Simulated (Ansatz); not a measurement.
# BH2− (singlet): wave-function methods side by side, 6-31++G**

How much of the correlation energy of BH2− (singlet) does each wave-function method recover here?

Computed with Ansatz 0.2.0, Gaussian basis. Level: 6-31++G**, core rule «outside noble gas», up to 1 orbitals frozen.

To be run: UHF; CCSD(T) on RHF; CCSD(T) on UHF; BCCD(T) on RHF; CISD; CCSDT(Q) on RHF; CCSDT(Q) on UHF; CCSDTQ on RHF; CASSCF and MRCISD+Q, 6 electrons in 6 orbitals; CASSCF and MRCISD+Q(relaxed), 6 electrons in 6 orbitals; CASSCF and NEVPT2, 6 electrons in 6 orbitals; Full CI.

16 further runs of the same task are left out: 6 that didn't finish, 10 set aside as unsound or not needed.

## Step 1: The geometry

The geometry is a PBE0/def2-TZVPD stationary point (not a proven minimum).

3 atoms, charge -1, spin multiplicity 1.

Atoms are counted from 1 here; the program's logs count them from 0.

Bond lengths: B1–H2 1.247 Å, B1–H3 1.247 Å. Angles: H2–B1–H3 102.0°.

## Step 2: UHF

in.yaml

```yaml
crystal:
  periodic: [false, false, false]
  atoms:
    - {symbol: B, position_ang: [0.000000, -0.123368, 0.000000]}
    - {symbol: H, position_ang: [0.000000, 0.661614, -0.969076]}
    - {symbol: H, position_ang: [0.000000, 0.661614, 0.969076]}
basis:
  gaussian: {orbitals: "6-31++G**"}
total_charge: -1
magnetization: {spin_polarized: true, initial_magnetization: 0}
hamiltonian: {xc: hf}
output: {orbitals: {seedname: orbitals}}
```

Started as:

```bash
$ ansatz run in.yaml --threads 1 --pin off --events-out ev --progress --plain --max-ram 2393MiB
```

After this run come: CCSD(T) on RHF; CCSD(T) on UHF; BCCD(T) on RHF; CISD; CCSDT(Q) on RHF; CCSDT(Q) on UHF; CCSDTQ on RHF; CASSCF and MRCISD+Q, 6 electrons in 6 orbitals; CASSCF and MRCISD+Q(relaxed), 6 electrons in 6 orbitals; CASSCF and NEVPT2, 6 electrons in 6 orbitals; Full CI.

Q: Predict the results of all the runs planned. Wanted: FCI below the RHF energy; RMP2 from FCI; UMP2 from FCI; RCCSD from FCI; RCCSD(T) from FCI; UCCSD(T) from FCI; RCCSDT(Q) from FCI; UCCSDT(Q) from FCI; NEVPT2 valence from FCI.

The runs gave:

| quantity | value |
| --- | --- |
| FCI below the RHF energy | -3.3109 eV |
| RMP2 from FCI | +70.4 kJ/mol |
| UMP2 from FCI | +69.6 kJ/mol |
| RCCSD from FCI | +11.0 kJ/mol |
| RCCSD(T) from FCI | +2.3 kJ/mol |
| UCCSD(T) from FCI | +3.7 kJ/mol |
| RCCSDT(Q) from FCI | +0.1 kJ/mol |
| UCCSDT(Q) from FCI | 0.0 kJ/mol |
| NEVPT2 valence from FCI | +64.4 kJ/mol |
| MRCISD+Q valence from FCI | +0.2 kJ/mol |
| MRCISD+Q(relaxed) valence from FCI | -2.0 kJ/mol |
| levels within 1 kcal/mol (43 meV) | RCCSD(T), UCCSD(T), BCCD(T), RCCSDT, UCCSDT, RCCSDT(Q), UCCSDT(Q), RCCSDTQ, MRCISD+Q valence, MRCISD+Q(relaxed) valence |
| T1 diagnostic | 0.013 |
| effectively unpaired electrons | 0.11 |

What this shows: RCCSD(T) misses by +2.3 kJ/mol, 0.7 % of the correlation energy. MRCISD+Q(relaxed) valence falls below full CI: the +Q correction isn't variational, and the cores differ from full CI's. One determinant dominates. Of the multireference levels listed MRCISD+Q valence comes nearest in total energy (+0.2 kJ/mol), which doesn't show that its space is the better one. These misses are within one basis, not against nature.
